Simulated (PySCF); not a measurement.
PySCF input (BP86/def2-TZVPD):

```python
from pyscf import gto, scf, dft

mol = gto.M(
    atom='''
    C     0.00197616   -0.00690468    0.76306921
    C    -0.00197616    0.00690468   -0.76306921
    H     0.00893178    1.00657845    1.16924397
    H    -0.88080553   -0.51392193    1.15778982
    H     0.88088652   -0.52414704    1.15313496
    H    -0.00893178   -1.00657845   -1.16924397
    H    -0.88088652    0.52414704   -1.15313496
    H     0.88080553    0.51392193   -1.15778982
    ''',
    basis='def2-tzvpd',
    charge=0,
    spin=0,
    verbose=4,
)

mf = dft.RKS(mol, xc='bp86').density_fit(auxbasis='def2-universal-jkfit')
mf.grids.level = 3
mf.conv_tol = 1e-9
mf.max_cycle = 100
mf.max_memory = 1500
mf.kernel()
if not mf.converged:
    mf = mf.newton()
    mf.kernel(mf.make_rdm1())
mf.analyze()
```

Output:

```
PySCF version 2.14.0

[INPUT] verbose = 4
[INPUT] num. atoms = 8
[INPUT] num. electrons = 18
[INPUT] charge = 0
[INPUT] spin (= nelec alpha-beta = 2S) = 0
[INPUT] symmetry False subgroup None
[INPUT] Mole.unit = angstrom
[INPUT] Symbol           X                Y                Z      unit          X                Y                Z       unit  Magmom
[INPUT]  1 C      0.001976160000  -0.006904680000   0.763069210000 AA    0.003734401178  -0.013047954178   1.441991820988 Bohr   0.0
[INPUT]  2 C     -0.001976160000   0.006904680000  -0.763069210000 AA   -0.003734401178   0.013047954178  -1.441991820988 Bohr   0.0
[INPUT]  3 H      0.008931780000   1.006578450000   1.169243970000 AA    0.016878618005   1.902157593389   2.209550876099 Bohr   0.0
[INPUT]  4 H     -0.880805530000  -0.513921930000   1.157789820000 AA   -1.664481220702  -0.971171697108   2.187905669609 Bohr   0.0
[INPUT]  5 H      0.880886520000  -0.524147040000   1.153134960000 AA    1.664634269621  -0.990494354601   2.179109259061 Bohr   0.0
[INPUT]  6 H     -0.008931780000  -1.006578450000  -1.169243970000 AA   -0.016878618005  -1.902157593389  -2.209550876099 Bohr   0.0
[INPUT]  7 H     -0.880886520000   0.524147040000  -1.153134960000 AA   -1.664634269621   0.990494354601  -2.179109259061 Bohr   0.0
[INPUT]  8 H      0.880805530000   0.513921930000  -1.157789820000 AA    1.664481220702   0.971171697108  -2.187905669609 Bohr   0.0

nuclear repulsion = 42.2560395395264
number of shells = 56
number of NR pGTOs = 170
number of NR cGTOs = 128
basis = def2-tzvpd
ecp = {}

******** <class 'pyscf.df.df_jk.DFRKS'> ********
method = DFRKS
initial guess = minao
damping factor = 0
level_shift factor = 0
DIIS = <class 'pyscf.scf.diis.CDIIS'>
diis_start_cycle = 1
diis_space = 8
diis_damp = 0
SCF conv_tol = 1e-09
SCF conv_tol_grad = None
SCF max_cycles = 100
direct_scf = False
XC library pyscf.dft.libxc version 7.1.2
    S. Lehtola, C. Steigemann, M. J. T. Oliveira, and M. A. L. Marques,  SoftwareX 7, 1–5 (2018)
XC functionals = bp86
    A. D. Becke,  Phys. Rev. A 38, 3098 (1988)
    J. P. Perdew,  Phys. Rev. B 33, 8822 (1986)
    J. P. Perdew,  Phys. Rev. B 34, 7406–7406 (1986)
radial grids:
    Treutler-Ahlrichs [JCP 102, 346 (1995); DOI:10.1063/1.469408] (M4) radial grids

becke partition: Becke, JCP 88, 2547 (1988); DOI:10.1063/1.454033
pruning grids: <function nwchem_prune>
grids dens level: 3
symmetrized grids: False
atomic radii adjust function: <function treutler_atomic_radii_adjust>
small_rho_cutoff = 0
Set gradient conv threshold to 3.16228e-05
Initial guess from minao.
tot grids = 87088
init E= -79.6719856212855
  HOMO = -0.389773786549995  LUMO = -0.0228290589987168  gap/eV = 9.98507
cycle= 1 E= -79.7941876406015  delta_E= -0.122  |g|= 0.467  |ddm|= 2.08
[...]
cycle= 7 E= -79.8534415066103  delta_E= -6.55e-11  |g|= 1.54e-06  |ddm|= 4.65e-05
  HOMO = -0.303109052912719  LUMO = 0.00444056693506312  gap/eV = 8.36885
Extra cycle  E= -79.8534415066114  delta_E= -1.08e-12  |g|= 3.89e-07  |ddm|= 8.75e-06
converged SCF energy = -79.8534415066114
**** SCF Summaries ****
Total Energy =                         -79.853441506611404
Nuclear Repulsion Energy =              42.256039539526448
One-electron Energy =                 -189.369198848609244
Two-electron Energy =                   67.259717802471386
Two-electron Coulomb Energy =           80.355186174842785
DFT Exchange-Correlation Energy =      -13.095468372371393
HOMO-LUMO gap [eV] =                     8.368851425982241
**** MO energy ****
MO #1   energy= -9.88310310043849  occ= 2
MO #2   energy= -9.8829865926345   occ= 2
MO #3   energy= -0.685120310635188 occ= 2
MO #4   energy= -0.556370755742364 occ= 2
MO #5   energy= -0.390606840799106 occ= 2
MO #6   energy= -0.390605231408608 occ= 2
MO #7   energy= -0.329781134871336 occ= 2
MO #8   energy= -0.303109895051227 occ= 2
MO #9   energy= -0.303109052912719 occ= 2
MO #10  energy= 0.00444056693506312 occ= 0
MO #11  energy= 0.029501368302185  occ= 0
MO #12  energy= 0.0643554750822154 occ= 0
MO #13  energy= 0.0643558157681654 occ= 0
MO #14  energy= 0.0876297855502986 occ= 0
MO #15  energy= 0.0876311718700215 occ= 0
MO #16  energy= 0.109159440494281  occ= 0
MO #17  energy= 0.128419326270232  occ= 0
MO #18  energy= 0.128420361950288  occ= 0
MO #19  energy= 0.149019734034523  occ= 0
MO #20  energy= 0.153411493034846  occ= 0
MO #21  energy= 0.153415347501841  occ= 0
MO #22  energy= 0.201878306353879  occ= 0
MO #23  energy= 0.204211132055873  occ= 0
MO #24  energy= 0.204215252262215  occ= 0
MO #25  energy= 0.217494113484408  occ= 0
MO #26  energy= 0.259088146915831  occ= 0
MO #27  energy= 0.259088478248423  occ= 0
MO #28  energy= 0.266120886419611  occ= 0
MO #29  energy= 0.268083350020505  occ= 0
MO #30  energy= 0.271013731143735  occ= 0
MO #31  energy= 0.271021571114011  occ= 0
MO #32  energy= 0.287809423398173  occ= 0
MO #33  energy= 0.288555230685908  occ= 0
MO #34  energy= 0.324145745978938  occ= 0
MO #35  energy= 0.324147680723549  occ= 0
MO #36  energy= 0.351260387503046  occ= 0
MO #37  energy= 0.374597541337269  occ= 0
MO #38  energy= 0.374604606998472  occ= 0
MO #39  energy= 0.379292479961461  occ= 0
MO #40  energy= 0.390960961668223  occ= 0
MO #41  energy= 0.390963141650449  occ= 0
MO #42  energy= 0.414252292479315  occ= 0
MO #43  energy= 0.414626229168022  occ= 0
MO #44  energy= 0.414632269774798  occ= 0
MO #45  energy= 0.433233037979907  occ= 0
MO #46  energy= 0.442944283669892  occ= 0
MO #47  energy= 0.442954222644148  occ= 0
MO #48  energy= 0.561798867735169  occ= 0
MO #49  energy= 0.572550263505941  occ= 0
MO #50  energy= 0.57257363921412   occ= 0
MO #51  energy= 0.605710989153142  occ= 0
MO #52  energy= 0.65947842628195   occ= 0
MO #53  energy= 0.659488658537535  occ= 0
MO #54  energy= 0.666784966753328  occ= 0
MO #55  energy= 0.666787686934456  occ= 0
MO #56  energy= 0.667140299770124  occ= 0
MO #57  energy= 0.668076244523324  occ= 0
MO #58  energy= 0.705010950836592  occ= 0
MO #59  energy= 0.705026599758568  occ= 0
MO #60  energy= 0.738298600226273  occ= 0
MO #61  energy= 0.896608269551614  occ= 0
MO #62  energy= 0.896617166822096  occ= 0
MO #63  energy= 0.903967918983537  occ= 0
MO #64  energy= 0.903985203023994  occ= 0
MO #65  energy= 1.09525435596802   occ= 0
MO #66  energy= 1.10694942798947   occ= 0
MO #67  energy= 1.10695206949811   occ= 0
MO #68  energy= 1.13456639040356   occ= 0
MO #69  energy= 1.13458571686594   occ= 0
MO #70  energy= 1.25683659670635   occ= 0
MO #71  energy= 1.55832719319008   occ= 0
MO #72  energy= 1.56381127805277   occ= 0
MO #73  energy= 1.70529118951911   occ= 0
MO #74  energy= 1.71404724567964   occ= 0
MO #75  energy= 1.71404774388452   occ= 0
MO #76  energy= 1.7248153700896    occ= 0
MO #77  energy= 1.72481806914573   occ= 0
MO #78  energy= 1.7333954949051    occ= 0
MO #79  energy= 1.79104155718378   occ= 0
MO #80  energy= 1.79514029038564   occ= 0
MO #81  energy= 1.79514248854144   occ= 0
MO #82  energy= 1.82730212774277   occ= 0
MO #83  energy= 2.03875023991101   occ= 0
MO #84  energy= 2.03875269134366   occ= 0
MO #85  energy= 2.04089739196496   occ= 0
MO #86  energy= 2.21730201303111   occ= 0
MO #87  energy= 2.28164928963719   occ= 0
MO #88  energy= 2.35890948360476   occ= 0
MO #89  energy= 2.35891324196611   occ= 0
MO #90  energy= 2.41032144899828   occ= 0
MO #91  energy= 2.41032484303621   occ= 0
MO #92  energy= 2.47742196491531   occ= 0
MO #93  energy= 2.47742629183971   occ= 0
MO #94  energy= 2.51906479004316   occ= 0
MO #95  energy= 2.51908688759457   occ= 0
MO #96  energy= 2.59099106695151   occ= 0
MO #97  energy= 2.59099198070471   occ= 0
MO #98  energy= 2.65068716013132   occ= 0
MO #99  energy= 2.65071937487486   occ= 0
MO #100 energy= 2.66912397228043   occ= 0
MO #101 energy= 2.89572932541534   occ= 0
MO #102 energy= 2.9517832105362    occ= 0
MO #103 energy= 3.07233889911147   occ= 0
MO #104 energy= 3.07234508461101   occ= 0
MO #105 energy= 3.08760786438502   occ= 0
MO #106 energy= 3.08762434658306   occ= 0
MO #107 energy= 3.10608657008464   occ= 0
[...]
```
